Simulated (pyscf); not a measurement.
# Four-centre exchange: H₂Al–PH₂ + PH₃ -> H₂P–PH₂ + alane (AlH₃)

Gas phase, singlet surface, charge 0. Bonds broken: P1–Al2, P7–H8. Bonds formed: P1–P7, Al2–H8. Structures and frequencies: ωB97X-D3(BJ)/def2-SVP in PySCF. MP2 and CC: frozen core, UHF for open shells. ΔMP2 is the change of the MP2 total energy from the triple- to the quadruple-zeta basis.

Transition state (Å):

```xyz
10

P     -1.7357    -0.6919    -0.1172
Al    -1.2491     1.5762     0.3679
H     -2.1311    -0.8442    -1.4671
H     -2.6890    -1.5243     0.5229
H     -0.8726     1.7346     1.8976
H     -1.8783     2.7304    -0.5223
P      0.7583    -0.6446     0.0306
H      0.1389     0.8475    -0.4398
H      0.6950    -1.8997    -0.6545
H      1.7357    -0.1623    -0.9069
```

One imaginary mode, 776i cm⁻¹; descent along it reached the two sides named, in the forms told below.

```
bond    change  reactant side (Å)  saddle  product side
------  ------  -----------------  ------  ------------
P1–Al2  breaks              2.355   2.370         2.504
P7–H8   breaks              1.413   1.683           3.9
P1–P7    forms                3.5   2.499         2.198
Al2–H8   forms                3.4   1.764         1.604
```

Electronic energies relative to the separated reactants (kcal/mol):

```tsv
level	barrier	reaction energy	reverse barrier
ωB97X-D3(BJ)/def2-TZVP	34.6	+12.4	22.2
PBE/def2-TZVP	32.0	+12.6	19.4
r²SCAN/def2-TZVP	33.9	+13.0	21.0
B3LYP-D3(BJ)/def2-TZVP	35.8	+11.5	24.3
PBE0-D3(BJ)/def2-TZVP	32.7	+12.5	20.2
M06-2X/def2-TZVP	37.5	+12.9	24.6
ωB97M-D3(BJ)/def2-TZVP	38.9	+11.8	27.1
HF/def2-TZVP	56.0	+12.1	43.8
MP2/def2-QZVPP	39.0	+12.4	26.6
CCSD/def2-TZVPP	43.8	+13.2	30.5
CCSD(T)/def2-TZVPP	40.8	+13.2	27.6
CCSD(T)/def2-TZVPP + ΔMP2(QZVPP)	39.8	+12.9	26.9
```

With CCSD(T)/def2-TZVPP + ΔMP2(QZVPP) energies and thermal terms (ideal gas, 1 atm, RRHO with modes under 100 cm⁻¹ raised to 100, one conformer, R ln 2 for chiral ones without a mode under 150 cm⁻¹), in kcal/mol:

```tsv
T (K)	ΔH‡	ΔG‡	ΔH	ΔG
298	40.1	51.4	+12.4	+13.2
600	40.3	62.8	+12.2	+14.0
900	40.9	74.0	+12.3	+14.9
1200	41.5	85.0	+12.4	+15.8
```

On the reactant side the descent ends in an adduct with a Al–P contact, 19.4 kcal/mol under the separated species and 54.0 kcal/mol under the saddle at ωB97X-D3(BJ)/def2-TZVP. On the product side the descent ends in an adduct with a Al–P contact, 22.2 kcal/mol under the separated species and 44.4 kcal/mol under the saddle at ωB97X-D3(BJ)/def2-TZVP. What is counted as broken (Al–P) persists as a longer contact in the product adduct; parting that adduct is a step of its own. The same reactants have a lower exit, to H₂P–AlH–PH₂ + H₂ (barrier +20.1 kcal/mol at ωB97M-D3(BJ)/def2-TZVP, against +38.9 kcal/mol here). One saddle was located; it need not be the lowest between these sides. The CCSD(T) − MP2 part came from Ansatz, without density fitting, on the same reference.
